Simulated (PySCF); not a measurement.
fluorine (F₂), SMILES FF.

Geometry optimised at r2SCAN-D4/def2-TZVPD.

Two levels are set side by side: TDDFT-PBE/def2-TZVPD (PySCF) and ADC(3)/aug-cc-pVDZ (PySCF). Vertical, same geometry; the bases differ. Differences are taken from unrounded values.

```
quantity                        ADC(3)  TDDFT-PBE  TDDFT-PBE minus ADC(3)
------------------------------  ------  ---------  ----------------------
lowest singlet excitation (eV)    4.39       4.42                    0.03
```

Here PBE gives about what the other level gives.

Rough cost on one machine, each run with all the roots and properties that it gave: ADC(3) against TDDFT-PBE about 20 times.
